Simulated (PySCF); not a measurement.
C₂H₆O. Atoms are numbered in the order given.

```xyz
9

C     -1.1896     0.1538     0.2659
C      0.0602    -0.4255    -0.3602
O      1.2294     0.2888    -0.0146
H     -2.0776    -0.3927    -0.0623
H     -1.3064     1.2037    -0.0104
H     -1.1476     0.0905     1.3578
H      0.1594    -1.4875    -0.0950
H     -0.0027    -0.3719    -1.4496
H      1.3156     0.2782     0.9420
```
Charge 0, spin multiplicity 1.

The structure is a stationary point at PBE0-D3(BJ)/def2-TZVP. One conformer was computed; it need not be the lowest.

Calculation: B3LYP/pcSseg-1 in PySCF.

GIAO shieldings, no solvent; atoms listed in one row are averaged. δ = σ(ref) − σ: ¹³C against TMS (σ = 181.3 ppm); ¹⁷O against H2O (σ = 333.8 ppm); ¹H against TMS (σ = 31.68 ppm), references at their B3LYP-D3(BJ)/def2-TZVP geometries, non-relativistic.

```tsv
nucleus	atoms	count	δ (ppm)
¹³C	C2	1	64.2
¹³C	C1	1	22.7
¹⁷O	O3	1	53.3
¹H	H7	1	3.87
¹H	H8	1	3.67
¹H	H4, H5, H6	3	1.19
¹H	H9	1	-0.34
```
